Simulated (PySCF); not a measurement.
Molecule: SMILES O=C(Cl)C(=O)Cl, C2Cl2O2.

Atom-mapped SMILES (the numbers label the heavy atoms): `[O:1]=[C:2]([Cl:3])[C:4](=[O:5])[Cl:6]`.

Geometry PBE0-D3(BJ)/def2-SVP throughout; GIAO in PySCF 2.14, gas phase, one conformer, non-relativistic; equivalent atoms averaged; functional PBE0.

Q: How do the absolute shieldings σ depend on the basis set? (ppm; last column core-seconds on 1 thread of an Arm Neoverse V1, shared host)

A: 
```tsv
basis set	functions	O1/O5	C2/C4	Cl3/Cl6	core-s
pcSseg-0	62	-347.2	9.8	509.0	3.3
cc-pVDZ	92	-230.5	32.6	570.7	5.4
aug-cc-pVDZ	146	-224.5	29.8	554.0	9.3
cc-pVTZ	188	-263.8	19.1	536.4	13
IGLO-III	228	-275.7	11.1	497.5	16
```

Q: Which nucleus moves most, in ppm?

A: O1/O5 (carbonyl oxygen): from -347.2 ppm with pcSseg-0 to -224.5 ppm with aug-cc-pVDZ. The smallest spread is 22.9 ppm, at C2/C4.

Q: Taking the largest basis, IGLO-III (228 functions), as the yardstick, rank the others by their worst heavy-atom deviation.

A: cc-pVTZ 38.9 ppm (188 functions), aug-cc-pVDZ 56.5 ppm (146 functions), pcSseg-0 71.5 ppm (62 functions), cc-pVDZ 73.2 ppm (92 functions).

A small basis that lands close on one nucleus may do so by chance; judge by the trend and by all nuclei.
